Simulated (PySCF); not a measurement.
# C6H10 (cis-2,trans-4-hexadiene): the cost of one run

Computed with PySCF 2.14.0, with density-fitted response routines of our own, on a single molecule, in the gas phase or a continuum. Atoms are numbered from 0 throughout.

### Step 1. Starting geometry

16 atoms, charge 0, multiplicity 1; geometry from: GFN2-xTB. The atoms were then displaced at random by about 0.01 Å, so the start is not that level's minimum.

Bonds of the start (Å): C0–C1 1.50, C1–C2 1.32, C2–C3 1.49, C3–C4 1.30, C4–C5 1.48, C0–H6 1.09, C0–H7 1.09, C0–H8 1.05, C1–H9 1.08, C2–H10 1.08, C3–H11 1.09, C4–H12 1.10, C5–H13 1.09, C5–H14 1.10, C5–H15 1.08.

### Step 2. Optimising the geometry at PBE0-D3(BJ)/def2-SVP

The job: settings as JSON, then the geometry in Å.

```
{"job": {"xc": "PBE0", "basis": "def2-SVP", "d3": "d3bj", "grid": 1, "shake": 0.01, "kind": "geom"}, "charge": 0, "multiplicity": 1}
C     -2.500590    -0.931520     0.222160
C     -2.046390     0.460260    -0.124220
C     -0.797720     0.882810    -0.220650
C      0.452260     0.106280    -0.003840
C      1.644060     0.603610    -0.119590
C      2.901390    -0.154950     0.097660
H     -3.122860    -1.298000    -0.596170
H     -3.134780    -0.861980     1.102850
H     -1.705630    -1.590680     0.419370
H     -2.836440     1.175180    -0.302530
H     -0.609150     1.919450    -0.462040
H      0.307810    -0.938630     0.264560
H      1.746900     1.664690    -0.376800
H      3.478040     0.292980     0.906690
H      2.690090    -1.205670     0.359220
H      3.513950    -0.126200    -0.796890
```

The run is started by

```console
$ OMP_NUM_THREADS=1 python probes_run.py task.json out
```

This one command runs all jobs of the session in turn.

**Question.** How long does this first job take on 1 thread of Intel Xeon Platinum 8375C at 2.90GHz, shared host, and how much memory does it need?

About 93 s, with a peak of 0.51 GiB.
